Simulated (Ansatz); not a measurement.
**B₂H (doublet): from Hartree-Fock to the top rungs at distance B1–B2 = 1.871 Å, cc-pVDZ**

How much of the correlation energy of B₂H (doublet) does each wave-function method recover here?

Program: Ansatz 0.2.0, Gaussian basis. Level of theory: cc-pVDZ, core rule «outside noble gas», up to 2 orbitals frozen. These are calculated values, not measurements.

The runs, in order: UHF; CCSD(T) on ROHF; CCSD(T) on UHF; BCCD(T) on ROHF; CISD; CCSDT(Q) on ROHF; CCSDT(Q) on UHF; CCSDTQ on ROHF; CCSDTQ on UHF; CASSCF and MRCISD+Q, 3 electrons in 3 orbitals; CASSCF and NEVPT2, 3 electrons in 3 orbitals; CASSCF and MRCISD+Q, 7 electrons in 9 orbitals; CASSCF and NEVPT2, 7 electrons in 9 orbitals; Full CI.

4 further runs of the same task are left out: 4 for a known fault of the program.

## (1) The geometry

The geometry derives from a PBE0/def2-TZVP stationary point (not a proven minimum). One bond is set to the value named and the two fragments are kept rigid.

3 atoms, charge 0, spin multiplicity 2.

Atoms are counted from 1 here; the program's logs count them from 0.

Bond lengths: B1–B2 1.871 Å, B1–H3 1.177 Å. Angles: B2–B1–H3 180.0°.

Coordinates:

```xyz
3

B     0.0000    0.0000    0.2312
B     0.0000    0.0000   -1.6398
H     0.0000    0.0000    1.4086
```

## (2) UHF

Input file in.yaml:

```yaml
crystal:
  periodic: [false, false, false]
  atoms:
    - {symbol: B, position_ang: [0.000000, 0.000000, 0.231185]}
    - {symbol: B, position_ang: [0.000000, 0.000000, -1.639815]}
    - {symbol: H, position_ang: [0.000000, 0.000000, 1.408629]}
basis:
  gaussian: {orbitals: cc-pVDZ}
magnetization: {spin_polarized: true, initial_magnetization: 1}
hamiltonian: {xc: hf}
output: {orbitals: {seedname: orbitals}}
```

Run with:

```sh
$ ansatz run in.yaml --threads 1 --pin off --events-out ev --progress --plain --max-ram 4096MiB --backend cpu
```

The runs that follow: CCSD(T) on ROHF; CCSD(T) on UHF; BCCD(T) on ROHF; CISD; CCSDT(Q) on ROHF; CCSDT(Q) on UHF; CCSDTQ on ROHF; CCSDTQ on UHF; CASSCF and MRCISD+Q, 3 electrons in 3 orbitals; CASSCF and NEVPT2, 3 electrons in 3 orbitals; CASSCF and MRCISD+Q, 7 electrons in 9 orbitals; CASSCF and NEVPT2, 7 electrons in 9 orbitals; Full CI.

**Question.** What will the summary of the whole plan be? Wanted: FCI from the RHF energy; RMP2 from FCI; RCCSD from FCI; RCCSD(T) from FCI; RCCSDT(Q) from FCI; NEVPT2 pair from FCI; NEVPT2 valence from FCI; MRCISD+Q valence from FCI; T1 diagnostic.

The runs gave:

| quantity | value |
| --- | --- |
| FCI from the ROHF energy | -4.3924 eV |
| RMP2 from FCI | +1262.7 meV |
| RCCSD from FCI | +186.4 meV |
| RCCSD(T) from FCI | +55.3 meV |
| RCCSDT(Q) from FCI | +2.6 meV |
| NEVPT2 pair from FCI | +1154.8 meV |
| NEVPT2 valence from FCI | +598.3 meV |
| MRCISD+Q valence from FCI | +17.7 meV |
| levels within 1 kcal/mol (43 meV) | RCCSDT, RCCSDT(Q), RCCSDTQ, MRCISD+Q valence |
| T1 diagnostic | 0.024 |
| effectively unpaired electrons | 1.17 |

In words: RCCSD(T) lands +55.3 meV from the yardstick (1.3 % of the correlation energy). One determinant dominates. Of the multireference levels listed MRCISD+Q valence comes nearest in total energy (+17.7 meV), which doesn't show that its space is the better one. These misses are within one basis, not against nature.

With open shells the CI space here admits some triples and quadruples, so it is larger than plain CISD.
